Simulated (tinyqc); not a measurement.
Worked calculation: extended Hueckel theory, for CH2-. The parameters take no account of the charge, which enters only through the electron count, and nothing here shows that the anion is bound. One step of it, computed by the program tinyqc.

Task: Mulliken analysis. P = C n C^T; charge = valence electrons (H 1, C 4) minus the sum of (P S)_ii on the atom; overlap population = 2 sum P_ij S_ij between two atoms.

coefficients:
```
,MO1,MO2,MO3,MO4,MO5,MO6
1C 2s,0.708094,0.000000,-0.253533,0.000000,0.000000,1.262077
1C 2px,0.000000,0.000000,0.000000,1.000000,0.000000,0.000000
1C 2py,0.000000,0.522501,0.000000,0.000000,1.286066,0.000000
1C 2pz,-0.017886,0.000000,0.929365,0.000000,0.000000,0.595199
2H 1s,0.245637,0.428330,0.121817,0.000000,-0.963173,-0.986820
3H 1s,0.245637,-0.428330,0.121817,0.000000,0.963173,-0.986820
```

occupations: 2.000000  2.000000  2.000000  1.000000  0.000000  0.000000

overlap S, lower triangle:
```
,1C 2s,1C 2px,1C 2py,1C 2pz,2H 1s,3H 1s
1C 2s,1.000000
1C 2px,0.000000,1.000000
1C 2py,0.000000,0.000000,1.000000
1C 2pz,0.000000,0.000000,0.000000,1.000000
2H 1s,0.525454,0.000000,0.456682,0.228094,1.000000
3H 1s,0.525454,0.000000,-0.456682,0.228094,0.132907,1.000000
```

Give: charges; Overlap populations.

Result:

charges: 1C -1.2142, 2H 0.1071, 3H 0.1071

Overlap populations:
```
pair,value
2-1,0.808775
3-1,0.808775
3-2,-0.057570
```
